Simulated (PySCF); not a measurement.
**Functional benchmark on one molecule**

Molecule: `CC(F)F`, C2H4F2.

Atoms are numbered as in `[CH3:1][CH:2]([F:3])[F:4]` (H(Xn): hydrogen on atom n).

Geometry PBE0-D3(BJ)/def2-SVP throughout; GIAO in PySCF 2.14, gas phase, one conformer, non-relativistic; equivalent atoms averaged; basis pcSseg-2.

Reference values (CCSD(T)/13s9p4d3f; gas (isolated, no vibration); M. E. Harding, PhD thesis, Mainz 2008 (Harding, Lenhart, Auer, Gauss, JCP 2008, 128, 244111)): σ(F3/F4) = 320.3 ppm.

Q: How do the functionals HF, LDA, PBE, BLYP, BP86, OPBE, KT2, KT3, B97-D, B3LYP, PBE0, mPW1PW91, WP04, B97-2, BHandHLYP, CAM-B3LYP, wB97X-D, LC-wPBE perform against the reference? Times are CPU seconds on shared hosts with different chips, so compare them loosely.

A: 
```csv
functional,kind,F3/F4,abs. error F,core-s
HF,Hartree–Fock,341.1,20.8,5.3
LDA,LDA,279.7,40.6,14
PBE,GGA,281.9,38.4,17
BLYP,GGA,280.5,39.8,17
BP86,GGA,284.3,36.0,17
OPBE,GGA,291.2,29.1,17
KT2,GGA,281.6,38.7,17
KT3,GGA,285.9,34.4,17
B97-D,GGA,290.3,30.0,16
B3LYP,global hybrid,295.9,24.4,11
PBE0,global hybrid,300.9,19.4,11
mPW1PW91,global hybrid,302.1,18.2,11
WP04,global hybrid,303.7,16.6,18
B97-2,global hybrid,302.6,17.7,20
BHandHLYP,global hybrid,314.5,5.8,20
CAM-B3LYP,range-separated hybrid,301.7,18.6,25
wB97X-D,range-separated hybrid,305.7,14.6,24
LC-wPBE,range-separated hybrid,310.2,10.1,32
```

For 19F the closest is BHandHLYP (5.8 ppm) and the furthest LDA (40.6 ppm). One molecule is a small sample, and the reference may use another geometry.
